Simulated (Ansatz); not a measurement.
UKS-PBE against FCI for diatomic hydrides: energy from the minimum to the longest scanned distance (2.9 to 4 times the starting length).

Values in kJ/mol, from Ansatz (a quantum-chemistry and plane-wave program). Where two bases are given, the first is that of UKS-PBE. Full CI is exact in its basis, with frozen cores. Scans on which UKS-PBE failed, held another spin at the minimum or broke off are missing, so the means are lower bounds.

| system | basis | UKS-PBE | FCI | UKS-PBE − FCI |
|---|---|---|---|---|
| HGa singlet | aug-cc-pVTZ | 277 | 285 | -8 |
| HN triplet | def2-TZVP | 366 | 324 | 42 |
| HGa singlet | cc-pVDZ | 275 | 269 | 6 |
| HMg doublet | cc-pVQZ | 136 | 137 | -1 |
| HLi singlet | aug-cc-pVDZ | 218 | 226 | -8 |
| HCl singlet | def2-SVP | 435 | 412 | 22 |
| HGa singlet | aug-cc-pVQZ | 278 | 287 | -9 |
| HLi singlet | def2-TZVP | 220 | 211 | 9 |
| HCl cation doublet | aug-cc-pVDZ | 299 | 429 | -131 |
| HBe doublet | cc-pVQZ | 233 | 209 | 25 |

What do these rows say about the size and sign of the error against full CI?

The mean error against full CI is -5 kJ/mol (median 2) and the mean absolute one 26 kJ/mol (median 9); UKS-PBE lies above in 5 and below in 5 of 10 cases. It is closest for HMg doublet (-1), HGa singlet (6), HGa singlet (-8) and furthest off for HCl cation doublet (-131), HN triplet (42), HBe doublet (25).
